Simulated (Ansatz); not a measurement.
## Which is lower?

The two ends of one reaction step of BH5O, singlet (PBE0-D4/def2-TZVP).

A:

```
7
angstrom
B -0.6090 -0.2303 -0.2862
H -0.3964 -1.3170 -0.7594
H -0.9857 0.6131 -1.0589
H -1.1713 -0.2357 0.7855
H 1.3311 -0.3005 0.7316
O 0.9480 0.3023 0.0843
H 0.8832 1.1680 0.5031
```

B:

B1  (-0.516, 0.717, -0.068)
H2  (0.259, -2.294, -0.295)
H3  (-0.795, 0.705, -1.231)
H4  (-1.229, 0.237, 0.772)
H5  (0.813, -1.965, -0.671)
O6  (0.647, 1.308, 0.274)
H7  (0.822, 1.291, 1.218)
(Å)

Computed with Ansatz 0.2.0 (basis: def2-TZVPP); correlated methods freeze the cores. B3LYP uses VWN-RPA correlation.

(1) Which structure is lower at CCSD(T), and by how much? (To be estimated.)

No T1 diagnostic of these runs exceeds 0.013.

## Answers

(1) The calculation gives: B, by 15.52 kcal/mol (electronic energy, against the other). By their contacts, A is BH₅O ([BH3][OH2]) and B is a complex of BH₃O ([BH2][OH]) + H₂.

All methods give the same order:

| method | E(B) − E(A) (kcal/mol) |
| --- | --- |
| SPW92 | -7.62 |
| PBE-D4 | -14.33 |
| BLYP-D4 | -18.68 |
| r2SCAN-D4 | -14.96 |
| B97M-V | -15.37 |
| PBE0-D4 | -13.34 |
| B3LYP-D4 | -17.26 |
| r2SCAN0-D4 | -14.06 |
| BHLYP-D4 | -16.47 |
| CAM-B3LYP-D4 | -15.80 |
| wB97X-V | -15.13 |
| wB97M-V | -15.10 |
| B2PLYP | -17.00 |
| PBE-QIDH | -13.64 |
| RPA on PBE | -16.56 |
| HF | -20.59 |
| MP2 | -15.81 |
| CCSD | -15.70 |
| CCSD(T) | -15.52 |

Labels in which every atom is bracketed show which atoms are joined, not bond orders.

For scale, one of the runs: CCSD(T)/def2-TZVPP, 132 basis functions, launched by `ansatz run in.yaml --threads 2 --pin off --events-out ev --progress --plain --max-ram 4352MiB`. Time: 6 s of wall clock on 2 CPU threads of an Arm Neoverse V1; the host was shared. Peak host memory: 0.68 GiB.
